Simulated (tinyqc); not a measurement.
Stretching all distances: RHF, UHF, MP2, CISD and CCSD against full CI in the sto-6g basis, for LiH, spin multiplicity 1. Computed by the program tinyqc with PySCF. All coordinates are multiplied by the scale. c0^2 is the weight of the RHF determinant in the lowest singlet FCI state (UHF is spin-contaminated and may lie near states of higher spin) and n(LUMO) the first natural occupation beyond the occupied space.

Geometry (angstrom):
```
atom,x,y,z
Li,0.0000,0.0000,0.0000
H,0.0000,0.0000,1.4660
```

Full CI energy (hartree) and errors against it (kcal/mol):
```
scale,distance 1-2 (angstrom),E(FCI),RHF,UHF,MP2,CISD,CCSD,<S^2> UHF,c0^2,n(LUMO)
0.9700,1.4220,-7.969981,11.3782,11.3782,3.9799,0.0068,0.0051,0.0000,0.9795,0.0331
1.2200,1.7885,-7.964824,15.1767,15.1767,5.9492,0.0101,0.0078,0.0000,0.9658,0.0579
1.4800,2.1697,-7.937238,22.7777,20.8612,10.0447,0.0169,0.0135,0.3677,0.9294,0.1193
1.7300,2.5362,-7.910195,34.3969,15.2320,16.4855,0.0297,0.0251,0.7800,0.8559,0.2376
1.9800,2.9027,-7.891052,50.3226,8.2402,24.9486,0.0488,0.0435,0.9102,0.7475,0.4160
2.2400,3.2838,-7.880203,69.0902,3.8502,32.9646,0.0678,0.0612,0.9626,0.6471,0.6035
2.4900,3.6503,-7.875276,86.0381,1.8256,36.5253,0.0798,0.0713,0.9838,0.5873,0.7386
2.7500,4.0315,-7.872974,100.6341,0.8824,34.4960,0.0867,0.0765,0.9933,0.5522,0.8327
3.0000,4.3980,-7.872007,111.4724,0.4883,27.6317,0.0902,0.0791,0.9971,0.5321,0.8917
```

What does the comparison show, and why?

UHF parts from RHF first at scale 1.48 of those listed, where <S^2> leaves zero. The weight c0^2 goes from 0.98 to 0.53 and n(LUMO) from 0.03 to 0.89: static correlation grows as the bonds break into open-shell fragments. The spread of the error along the curve, which distorts its shape, is CCSD 0.1, CISD 0.1, UHF 20.4, MP2 32.5, RHF 100.1 kcal/mol.
